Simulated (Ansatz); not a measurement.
**C4H5F: a ladder of functionals and wavefunction methods**

The task here is to estimate one member of a computed series from the others.

The runs use Ansatz 0.2.0, Gaussian basis; functionals in def2-TZVPP, the program's frozen cores in correlated methods.

Plan: LDA (SPW92), PBE-D4, revPBE-D4, BLYP-D4, r2SCAN-D4, B97M-V, PBE0-D4, B3LYP-D4, r2SCANh-D4, r2SCAN0-D4, HSE06-D4, BHLYP-D4, CAM-B3LYP-D4, LC-ωPBE, ωB97X-V, ωB97M-V, B2PLYP, PBE-QIDH; CCSD(T)/def2-SVP; CCSD(T)/def2-TZVPP; MP2/def2-QZVPP; extrapolation to the limit; RPA on PBE.

### The geometry

An earlier PBE0-D4 in a triple-zeta def2 set relaxation fixed the geometry.

SMILES `CC#CCF`, 10 atoms, charge 0, spin multiplicity 1.

Atoms are counted from 1 here; the program's logs count them from 0.

Bond lengths: C1–C2 1.449 Å, C1–H6 1.093 Å, C1–H7 1.093 Å, C1–H8 1.093 Å, C2–C3 1.202 Å, C3–C4 1.450 Å, C4–F5 1.384 Å, C4–H9 1.095 Å, C4–H10 1.095 Å. Angles: C2–C1–H6 111.2°, C2–C1–H7 110.4°, C2–C1–H8 111.1°, H6–C1–H7 107.9°, H6–C1–H8 108.2°, H7–C1–H8 107.9°, C1–C2–C3 179.5°, C2–C3–C4 179.3°, C3–C4–F5 111.6°, C3–C4–H9 110.6°, C3–C4–H10 110.6°, F5–C4–H9 107.6°, F5–C4–H10 107.6°, H9–C4–H10 108.6°.

Geometry (Å):

```
C    -1.2625   -1.6280    0.0217
C    -0.3866   -0.4743    0.0047
C     0.3480    0.4765   -0.0087
C     1.2205    1.6339   -0.0266
F     2.5496    1.2722    0.1099
H    -1.9312   -1.6030    0.8854
H    -0.6772   -2.5493    0.0756
H    -1.8737   -1.6710   -0.8830
H     0.9760    2.3141    0.7954
H     1.1203    2.1778   -0.9712
```

Set-up of the first run:

The input, in.yaml:

```yaml
crystal:
  periodic: [false, false, false]
  atoms:
    - {symbol: C, position_ang: [-1.262537, -1.628034, 0.021669]}
    - {symbol: C, position_ang: [-0.386622, -0.474295, 0.004684]}
    - {symbol: C, position_ang: [0.348041, 0.476464, -0.008686]}
    - {symbol: C, position_ang: [1.220483, 1.633949, -0.026632]}
    - {symbol: F, position_ang: [2.549621, 1.272157, 0.109857]}
    - {symbol: H, position_ang: [-1.931173, -1.603022, 0.885361]}
    - {symbol: H, position_ang: [-0.677181, -2.549270, 0.075603]}
    - {symbol: H, position_ang: [-1.873721, -1.671035, -0.882954]}
    - {symbol: H, position_ang: [0.975978, 2.314054, 0.795435]}
    - {symbol: H, position_ang: [1.120310, 2.177833, -0.971236]}
basis:
  gaussian: {orbitals: def2-TZVPP}
hamiltonian: {xc: lda}
output: {orbitals: {seedname: orbitals}}
```

Among the steps run: LDA; PBE-D4 (GGA); revPBE-D4 (GGA); BLYP-D4 (GGA); r2SCAN-D4 (meta-GGA); B97M-V (meta-GGA); PBE0-D4 (hybrid); B3LYP-D4 (hybrid); r2SCANh-D4 (hybrid); r2SCAN0-D4 (hybrid); HSE06-D4 (hybrid); BHLYP-D4 (hybrid); CAM-B3LYP-D4 (range-separated); LC-ωPBE-D4 (range-separated; the results give it without D4); ωB97X-V (range-separated); ωB97M-V (range-separated); B2PLYP (double hybrid); PBE-QIDH (double hybrid).

One of the session's tables, all rows but one given; the rest of the session is left out.

It belongs to the step «Frontier levels by functional». 

```
  functional  HOMO (eV)  LUMO (eV)  gap (eV)
 LDA (SPW92)      -6.46      -0.83      5.62
      PBE-D4      -6.32      -0.59      5.73
   revPBE-D4      -6.26      -0.49      5.77
     BLYP-D4      -6.19      -0.47      5.72
   r2SCAN-D4      -6.53      -0.27      6.26
      B97M-V          ?          ?         ?
     PBE0-D4      -7.56       0.45      8.01
    B3LYP-D4      -7.34       0.19      7.53
  r2SCANh-D4      -7.00       0.10      7.10
  r2SCAN0-D4      -7.70       0.64      8.34
    HSE06-D4      -7.15       0.07      7.22
    BHLYP-D4      -8.67       1.52     10.19
CAM-B3LYP-D4      -8.93       1.54     10.47
     LC-ωPBE     -10.32       2.77     13.09
     ωB97X-V      -9.92       2.67     12.59
     ωB97M-V      -9.80       2.47     12.27
```

Estimate the missing values for B97M-V.

As computed: HOMO (eV): -6.55; LUMO (eV): -0.21; gap (eV): 6.34. In the column «HOMO (eV)» it lies between r2SCANh-D4 (-7.00) and r2SCAN-D4 (-6.53).
